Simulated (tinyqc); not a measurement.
Worked calculation: coupled-perturbed Hartree-Fock on RHF in the sto-3g basis, for BH2+, spin multiplicity 1. Computed by tinyqc, a small Python program that keeps every step (integrals from PySCF). Settings: charge = 1, multiplicity = 1, basis = sto-3g, method = RHF, energy threshold = 1e-10, iteration cap = 73, orthogonalisation = symmetric, start = Wolfsberg-Helmholz matrix, DIIS depth = 6. Command: `OMP_NUM_THREADS=1 python tinyqc.py 26793 26794 out.jsonl` (the two numbers bound the seeds that draw the settings). One thread of a shared host (Intel(R) Xeon(R) Processor @ 2.60GHz), about 0.2 s of CPU time with the checks. The early iterations of the SCF are left out here.

## One-electron integrals

Geometry (angstrom):
```
atom         x          y         z
B     0.000000   0.000000  0.000000
H     0.000000   1.146000  0.384000
H     0.000000  -1.146000  0.384000
```

Basis sto-3g: exponents (1/bohr^2) and contraction coefficients of normalised primitives:
```
element  l (shell)   exponent  coefficient
B            s (1)  48.791113     0.154329
B            s (1)   8.887362     0.535328
B            s (1)   2.405267     0.444635
B            s (2)   2.236956    -0.099967
B            s (2)   0.519821     0.399513
B            s (2)   0.169062     0.700115
B            p (3)   2.236956     0.155916
B            p (3)   0.519821     0.607684
B            p (3)   0.169062     0.391957
H            s (1)   3.425251     0.154329
H            s (1)   0.623914     0.535328
H            s (1)   0.168855     0.444635
```

Overlap, kinetic and nuclear-attraction integrals over the contracted functions; the nuclear repulsion is the sum of Za Zb / Rab.

nuclear repulsion = 4.60922446 hartree

overlap S, lower triangle:
```
           1B 1s     1B 2s    1B 2px     1B 2py    1B 2pz     2H 1s     3H 1s
1B 1s   1.000000
1B 2s   0.269328  1.000000
1B 2px  0.000000  0.000000  1.000000
1B 2py  0.000000  0.000000  0.000000   1.000000
1B 2pz  0.000000  0.000000  0.000000   0.000000  1.000000
2H 1s   0.063729  0.466294  0.000000   0.456841  0.153078  1.000000
3H 1s   0.063729  0.466294  0.000000  -0.456841  0.153078  0.072398  1.000000
```

kinetic energy T (hartree), lower triangle:
```
            1B 1s     1B 2s    1B 2px     1B 2py    1B 2pz      2H 1s     3H 1s
1B 1s   10.826302
1B 2s   -0.047967  0.359168
1B 2px   0.000000  0.000000  1.123881
1B 2py   0.000000  0.000000  0.000000   1.123881
1B 2pz   0.000000  0.000000  0.000000   0.000000  1.123881
2H 1s   -0.014384  0.083818  0.000000   0.209115  0.070070   0.760032
3H 1s   -0.014384  0.083818  0.000000  -0.209115  0.070070  -0.011453  0.760032
```

nuclear attraction V (hartree), lower triangle:
```
             1B 1s      1B 2s     1B 2px     1B 2py     1B 2pz      2H 1s      3H 1s
1B 1s   -24.023057
1B 2s    -3.375204  -4.618387
1B 2px    0.000000   0.000000  -4.509465
1B 2py    0.000000   0.000000   0.000000  -4.721761
1B 2pz   -0.011447  -0.100535   0.000000   0.000000  -4.533301
2H 1s    -0.804748  -1.895531   0.000000  -1.759542  -0.606574  -3.617156
3H 1s    -0.804748  -1.895531   0.000000   1.759542  -0.606574  -0.300430  -3.617156
```

core Hamiltonian H = T + V (hartree), lower triangle:
```
             1B 1s      1B 2s     1B 2px     1B 2py     1B 2pz      2H 1s      3H 1s
1B 1s   -13.196755
1B 2s    -3.423171  -4.259219
1B 2px    0.000000   0.000000  -3.385584
1B 2py    0.000000   0.000000   0.000000  -3.597881
1B 2pz   -0.011447  -0.100535   0.000000   0.000000  -3.409420
2H 1s    -0.819132  -1.811713   0.000000  -1.550427  -0.536504  -2.857124
3H 1s    -0.819132  -1.811713   0.000000   1.550427  -0.536504  -0.311884  -2.857124
```

## Two-electron integrals

Functions are numbered as in S; the eight-fold symmetry (ij|kl) = (ji|kl) = (kl|ij) leaves the list below.

Two-electron integrals (ij|kl) in chemists' order, unique and non-zero (hartree):
```
(11|11) 2.923513    (21|11) 0.518376    (21|21) 0.109262    (22|11) 0.744229
(22|21) 0.193177    (22|22) 0.544804    (31|31) 0.020264    (32|31) 0.029996
(32|32) 0.120346    (33|11) 0.742491    (33|21) 0.193240    (33|22) 0.544682
(33|33) 0.586773    (41|41) 0.020264    (42|41) 0.029996    (42|42) 0.120346
(43|43) 0.031630    (44|11) 0.742491    (44|21) 0.193240    (44|22) 0.544682
(44|33) 0.523513    (44|44) 0.586773    (51|51) 0.020264    (52|51) 0.029996
(52|52) 0.120346    (53|53) 0.031630    (54|54) 0.031630    (55|11) 0.742491
(55|21) 0.193240    (55|22) 0.544682    (55|33) 0.523513    (55|44) 0.523513
(55|55) 0.586773    (61|11) 0.122401    (61|21) 0.025704    (61|22) 0.045570
(61|33) 0.045345    (61|41) 0.001787    (61|42) 0.003272    (61|44) 0.045975
(61|51) 0.000599    (61|52) 0.001097    (61|54) 0.000211    (61|55) 0.045416
(61|61) 0.006243    (62|11) 0.278052    (62|21) 0.073198    (62|22) 0.225022
(62|33) 0.218760    (62|41) 0.007660    (62|42) 0.045374    (62|44) 0.235465
(62|51) 0.002567    (62|52) 0.015204    (62|54) 0.005597    (62|55) 0.220636
(62|61) 0.018368    (62|62) 0.124891    (63|31) 0.007563    (63|32) 0.034708
(63|43) 0.008629    (63|53) 0.002891    (63|63) 0.014325    (64|11) 0.240756
(64|21) 0.064252    (64|22) 0.208472    (64|33) 0.197347    (64|41) 0.013416
(64|42) 0.073369    (64|44) 0.228899    (64|51) 0.001961    (64|52) 0.012954
(64|54) 0.007681    (64|55) 0.198952    (64|61) 0.016968    (64|62) 0.135742
(64|64) 0.158859    (65|11) 0.080672    (65|21) 0.021529    (65|22) 0.069854
(65|33) 0.066127    (65|41) 0.001961    (65|42) 0.012954    (65|44) 0.070916
(65|51) 0.008220    (65|52) 0.039049    (65|54) 0.010234    (65|55) 0.072448
(65|61) 0.005686    (65|62) 0.045484    (65|64) 0.048430    (65|65) 0.030553
(66|11) 0.431312    (66|21) 0.115695    (66|22) 0.400839    (66|33) 0.376795
(66|41) 0.015289    (66|42) 0.118251    (66|44) 0.441269    (66|51) 0.005123
(66|52) 0.039623    (66|54) 0.021604    (66|55) 0.384034    (66|61) 0.029680
(66|62) 0.279032    (66|64) 0.330574    (66|65) 0.110768    (66|66) 0.774606
(71|11) 0.122401    (71|21) 0.025704    (71|22) 0.045570    (71|33) 0.045345
(71|41) -0.001787   (71|42) -0.003272   (71|44) 0.045975    (71|51) 0.000599
(71|52) 0.001097    (71|54) -0.000211   (71|55) 0.045416    (71|61) 0.005905
(71|62) 0.016532    (71|64) 0.013819    (71|65) 0.005126    (71|66) 0.025836
(71|71) 0.006243    (72|11) 0.278052    (72|21) 0.073198    (72|22) 0.225022
(72|33) 0.218760    (72|41) -0.007660   (72|42) -0.045374   (72|44) 0.235465
(72|51) 0.002567    (72|52) 0.015204    (72|54) -0.005597   (72|55) 0.220636
(72|61) 0.016532    (72|62) 0.080108    (72|64) 0.064837    (72|65) 0.028409
(72|66) 0.135484    (72|71) 0.018368    (72|72) 0.124891    (73|31) 0.007563
(73|32) 0.034708    (73|43) -0.008629   (73|53) 0.002891    (73|63) 0.008231
(73|73) 0.014325    (74|11) -0.240756   (74|21) -0.064252   (74|22) -0.208472
(74|33) -0.197347   (74|41) 0.013416    (74|42) 0.073369    (74|44) -0.228899
(74|51) -0.001961   (74|52) -0.012954   (74|54) 0.007681    (74|55) -0.198952
(74|61) -0.013819   (74|62) -0.064837   (74|64) -0.045885   (74|65) -0.022581
(74|66) -0.104483   (74|71) -0.016968   (74|72) -0.135742   (74|74) 0.158859
(75|11) 0.080672    (75|21) 0.021529    (75|22) 0.069854    (75|33) 0.066127
(75|41) -0.001961   (75|42) -0.012954   (75|44) 0.070916    (75|51) 0.008220
(75|52) 0.039049    (75|54) -0.010234   (75|55) 0.072448    (75|61) 0.005126
(75|62) 0.028409    (75|64) 0.022581    (75|65) 0.018081    (75|66) 0.050242
(75|71) 0.005686    (75|72) 0.045484    (75|74) -0.048430   (75|75) 0.030553
(76|11) 0.045112    (76|21) 0.011805    (76|22) 0.035673    (76|33) 0.034909
(76|44) 0.036397    (76|51) 0.000743    (76|52) 0.004227    (76|55) 0.035685
(76|61) 0.002821    (76|62) 0.016073    (76|64) 0.015333    (76|65) 0.006414
(76|66) 0.031434    (76|71) 0.002821    (76|72) 0.016073    (76|74) -0.015333
(76|75) 0.006414    (76|76) 0.002590    (77|11) 0.431312    (77|21) 0.115695
(77|22) 0.400839    (77|33) 0.376795    (77|41) -0.015289   (77|42) -0.118251
(77|44) 0.441269    (77|51) 0.005123    (77|52) 0.039623    (77|54) -0.021604
(77|55) 0.384034    (77|61) 0.025836    (77|62) 0.135484    (77|64) 0.104483
(77|65) 0.050242    (77|66) 0.230626    (77|71) 0.029680    (77|72) 0.279032
(77|74) -0.330574   (77|75) 0.110768    (77|76) 0.031434    (77|77) 0.774606
```

## Orthogonalisation

S = U s U^T; symmetric (Loewdin) form X = U s^(-1/2) U^T, so that X^T S X = 1.

eigenvalues of S: 0.316717  0.317016  0.892490  1.000000  1.057483  1.610885  1.805409

X, lower triangle:
```
            1B 1s      1B 2s    1B 2px     1B 2py     1B 2pz      2H 1s     3H 1s
1B 1s    1.031743
1B 2s   -0.165960   1.278304
1B 2px   0.000000   0.000000  1.000000
1B 2py   0.000000   0.000000  0.000000   1.254737
1B 2pz  -0.007897   0.079863  0.000000   0.000000   1.025560
2H 1s    0.026343  -0.328256  0.000000  -0.349121  -0.105481   1.262861
3H 1s    0.026343  -0.328256  0.000000   0.349121  -0.105481  -0.047203  1.262861
```

## Iteration 7 (converged): orbitals

converged F (hartree), lower triangle:
```
            1B 1s      1B 2s     1B 2px     1B 2py     1B 2pz      2H 1s      3H 1s
1B 1s   -7.944386
1B 2s   -2.307344  -1.462132
1B 2px   0.000000   0.000000  -0.176907
1B 2py   0.000000   0.000000   0.000000  -0.686661
1B 2pz   0.006562  -0.087575   0.000000   0.000000  -0.207734
2H 1s   -0.557616  -0.739551   0.000000  -0.544104  -0.154512  -0.721347
3H 1s   -0.557616  -0.739551   0.000000   0.544104  -0.154512  -0.134688  -0.721347
```

Diagonalise F' = X^T F X, C = X C', fill 3 alpha and 3 beta electrons from the bottom; D = 2 C_occ C_occ^T. Each column has its largest component positive (the first on a tie).

F' = X^T F X (hartree), lower triangle:
```
           1          2          3          4          5          6          7
1  -7.755948
2  -1.167905  -0.696901
3   0.000000   0.000000  -0.176907
4   0.000000   0.000000   0.000000  -0.270675
5   0.003301   0.023846   0.000000   0.000000  -0.168979
6  -0.069931  -0.409738   0.000000  -0.457910  -0.118845  -0.259371
7  -0.069931  -0.409738   0.000000   0.457910  -0.118845  -0.080549  -0.259371
```

orbital energies (hartree): MO1 -7.948920, MO2 -0.995265, MO3 -0.873958, MO4 -0.215203, MO5 -0.176907, MO6 0.197639, MO7 0.424461

coefficients C:
```
              MO1        MO2        MO3        MO4       MO5        MO6        MO7
1B 1s    0.992205  -0.238623   0.000000   0.102560  0.000000  -0.203851   0.000000
1B 2s    0.030268   0.663962   0.000000  -0.441215  0.000000   1.116716   0.000000
1B 2px   0.000000   0.000000   0.000000   0.000000  1.000000   0.000000   0.000000
1B 2py   0.000000   0.000000   0.581533   0.000000  0.000000   0.000000   1.216534
1B 2pz   0.000939   0.077513   0.000000   0.888982  0.000000   0.533075   0.000000
2H 1s   -0.005237   0.308303   0.375989   0.188997  0.000000  -0.853046  -0.915779
3H 1s   -0.005237   0.308303  -0.375989   0.188997  0.000000  -0.853046   0.915779
```

D after iteration 7, lower triangle:
```
            1B 1s     1B 2s    1B 2px     1B 2py    1B 2pz      2H 1s     3H 1s
1B 1s    2.082824
1B 2s   -0.256810  0.883524
1B 2px   0.000000  0.000000  0.000000
1B 2py   0.000000  0.000000  0.000000   0.676362
1B 2pz  -0.035130  0.102988  0.000000   0.000000  0.012018
2H 1s   -0.157529  0.409086  0.000000   0.437300  0.047785   0.472892
3H 1s   -0.157529  0.409086  0.000000  -0.437300  0.047785  -0.092579  0.472892
```

## Convergence

Stop when the energy changes by less than 1e-10 hartree and every element of the error matrix X^T (F D S - S D F) X is below 3e-06.

Course of the cycle:
```
iteration   E (hartree)     change  largest element of the error matrix
1          -25.12006517          -                             2.66e-01
2          -25.15214966  -3.21e-02                             3.11e-02
3          -25.15528458  -3.13e-03                             8.95e-03
4          -25.15553499  -2.50e-04                             2.03e-04
5          -25.15553505  -6.08e-08                             2.14e-05
6          -25.15553505  -9.11e-10                             3.18e-06
7          -25.15553505  -2.12e-11                             2.69e-08
```

PySCF RHF in the same basis = -25.15553505 hartree

Converged in 7 iterations.

## Integrals over molecular orbitals

(pq|rs) = sum C_ip C_jq C_kr C_ls (ij|kl), one index at a time.

one-electron integrals over orbitals h = C^T H C (hartree), lower triangle:
```
            1          2          3          4          5          6          7
1  -13.183347
2    0.293027  -3.470902
3    0.000000   0.000000  -3.292368
4   -0.138034   0.069864   0.000000  -3.321965
5    0.000000   0.000000   0.000000   0.000000  -3.385584
6    0.219119  -0.472244   0.000000  -0.210520   0.000000  -2.689970
7    0.000000   0.000000  -0.559531   0.000000   0.000000   0.000000  -2.684663
```

Two-electron integrals over orbitals (pq|rs), unique and non-zero (hartree):
```
(11|11) 2.891105    (21|11) -0.260185   (21|21) 0.037062    (22|11) 0.624145
(22|21) -0.008945   (22|22) 0.471693    (31|31) 0.009162    (32|31) 0.015956
(32|32) 0.148890    (33|11) 0.570627    (33|21) -0.003970   (33|22) 0.470803
(33|33) 0.493601    (41|11) 0.110453    (41|21) -0.013878   (41|22) 0.010485
(41|33) 0.005122    (41|41) 0.024336    (42|11) -0.055383   (42|21) 0.005202
(42|22) 0.017934    (42|33) 0.014084    (42|41) 0.016921    (42|42) 0.071903
(43|31) -0.001570   (43|32) 0.019078    (43|43) 0.026791    (44|11) 0.719985
(44|21) -0.011435   (44|22) 0.455847    (44|33) 0.439064    (44|41) -0.010936
(44|42) -0.064156   (44|44) 0.588170    (51|51) 0.021683    (52|51) 0.022146
(52|52) 0.075651    (53|53) 0.019967    (54|51) -0.009242   (54|52) -0.025008
(54|54) 0.038487    (55|11) 0.742007    (55|21) -0.009830   (55|22) 0.474677
(55|33) 0.446305    (55|41) 0.003788    (55|42) -0.027829   (55|44) 0.514483
(55|55) 0.586773    (61|11) -0.213512   (61|21) 0.031948    (61|22) -0.004326
(61|33) -0.002152   (61|41) -0.003903   (61|42) 0.011581    (61|44) -0.013773
(61|55) -0.005900   (61|61) 0.031057    (62|11) 0.192129    (62|21) -0.007485
(62|22) 0.038925    (62|33) 0.003271    (62|41) 0.011147    (62|42) -0.000628
(62|44) 0.068845    (62|55) 0.095982    (62|61) -0.001958   (62|62) 0.086578
(63|31) 0.000136    (63|32) -0.074468   (63|43) -0.020244   (63|63) 0.080232
(64|11) 0.066153    (64|21) 0.000573    (64|22) 0.022689    (64|33) 0.004031
(64|41) 0.010396    (64|42) 0.021003    (64|44) 0.022099    (64|55) 0.029572
(64|61) 0.005318    (64|62) 0.044262    (64|64) 0.034226    (65|51) 0.018232
(65|52) 0.054885    (65|54) -0.010801   (65|65) 0.046825    (66|11) 0.596340
(66|21) -0.007546   (66|22) 0.472540    (66|33) 0.473858    (66|41) 0.019499
(66|42) 0.053067    (66|44) 0.418624    (66|55) 0.447759    (66|61) 0.001125
(66|62) 0.017174    (66|64) 0.023970    (66|66) 0.518542    (71|31) 0.014652
(71|32) 0.022307    (71|43) -0.003032   (71|63) 0.000784    (71|71) 0.023611
(72|31) 0.007712    (72|32) -0.016881   (72|43) -0.025058   (72|63) 0.051852
(72|71) 0.011785    (72|72) 0.053240    (73|11) 0.222807    (73|21) -0.006551
(73|22) 0.042286    (73|33) 0.027117    (73|41) -0.000992   (73|42) -0.042075
(73|44) 0.104081    (73|55) 0.105262    (73|61) -0.006286   (73|62) 0.073029
(73|64) 0.025828    (73|66) -0.005748   (73|73) 0.104442    (74|31) -0.007456
(74|32) -0.058566   (74|43) 0.009241    (74|63) 0.033871    (74|71) -0.011268
(74|72) 0.002607    (74|74) 0.043695    (75|53) 0.016883    (75|75) 0.018578
(76|31) 0.011312    (76|32) 0.126509    (76|43) 0.029185    (76|63) -0.087889
(76|71) 0.015913    (76|72) -0.042979   (76|74) -0.049496   (76|76) 0.135616
(77|11) 0.673201    (77|21) -0.010132   (77|22) 0.475307    (77|33) 0.496700
(77|41) 0.002998    (77|42) -0.001611   (77|44) 0.471579    (77|55) 0.468782
(77|61) -0.008388   (77|62) 0.006025    (77|64) -0.000893   (77|66) 0.487834
(77|73) 0.036759    (77|77) 0.530770
```

## Response to a field: uncoupled start

dipole integrals <a|z|i> (bohr):
```
          i1         i2         i3
a4  0.107703   0.839633   0.000000
a5  0.000000   0.000000   0.000000
a6  0.051431  -0.003441   0.000000
a7  0.000000   0.000000  -0.490812
```

Field along z; U_ai = -mu_ai / (e_a - e_i), alpha = -4 sum U_ai mu_ai.

uncoupled U:
```
           i1         i2        i3
a4  -0.013926  -1.076367  0.000000
a5   0.000000   0.000000  0.000000
a6  -0.006313   0.002885  0.000000
a7   0.000000   0.000000  0.378007
```

uncoupled polarisability = 4.364473 bohr^3

## Coupled step 1

U_ai = -(mu_ai + sum_bj [4 (ai|bj) - (ab|ij) - (aj|bi)] U_bj) / (e_a - e_i); alpha = -4 sum U_ai mu_ai.

U after step 1:
```
           i1         i2        i3
a4  -0.006829  -1.365205  0.000000
a5   0.000000   0.000000  0.000000
a6  -0.000537  -0.054432  0.000000
a7   0.000000   0.000000  0.360834
```

polarisability = 5.295795 bohr^3

## Coupled step 2

As before.

U after step 2:
```
           i1         i2        i3
a4  -0.003600  -1.458614  0.000000
a5   0.000000   0.000000  0.000000
a6   0.001048  -0.069170  0.000000
a7   0.000000   0.000000  0.344723
```

polarisability = 5.575963 bohr^3

## Coupled polarisability

Repeat until U stops changing; compare with -d2E/dF2.

Course of the coupled iterations:
```
step  alpha (bohr^3)
0           4.364473
1           5.295795
2           5.575963
3           5.666623
4           5.696637
5           5.706702
6           5.710107
7           5.711266
8           5.711663
9           5.711799
10          5.711846
11          5.711862
12          5.711868
13          5.711870
14          5.711871
15          5.711871
16          5.711871
17          5.711871
18          5.711871
```

coupled polarisability = 5.711871 bohr^3

finite-field check, fields of +/-0.001 au = 5.711866 bohr^3
